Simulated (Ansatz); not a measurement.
## Strength of the C–H bond: C4H8 → C4H7 + H

Species: C4H8 `C1CCC1`, singlet; C4H7 (cyclobutyl radical) `[CH]1CCC1`, doublet; H atom, doublet. 

Shapes, held fixed at every level: PBE0-D4/def2-TZVP. Programs: Ansatz 0.2.0. The zero-point and thermal change to 298 K, harmonic and unscaled (PBE0-D4/def2-TZVP), is -33.0 kJ/mol.

Estimate ΔH(298 K) of this reaction.

The highest level, CCSD(T)/CBS estimate, gives ΔH(298 K) = +420.3 kJ/mol; the levels span +395.3 to +441.2. The column of differences is taken from that level and isn't an error. No measured value is set beside it here. Open shells run unrestricted unless RO is named. The CBS estimate extrapolates MP2 from def2-TZVPP and def2-QZVPP and adds CCSD(T) − MP2 in the triple-zeta set, cores frozen.

```tsv
level	kind	ΔH(298 K) (kJ/mol)	less CCSD(T)/CBS estimate
SPW92/def2-TZVPP	LDA	+441.2	+20.9
PBE-D4/def2-TZVPP	GGA	+395.3	-25.0
B3LYP-D4/def2-TZVPP	global hybrid	+404.6	-15.7
B2PLYP/def2-TZVPP	double hybrid	+407.7	-12.6
MP2/def2-SVP	perturbation theory	+405.4	-14.9
CCSD(T)/def2-SVP	coupled cluster or CI	+406.3	-14.0
CCSD/def2-TZVPP	coupled cluster or CI	+411.8	-8.5
CCSD(T)/CBS estimate	coupled cluster or CI	+420.3	0.0
```
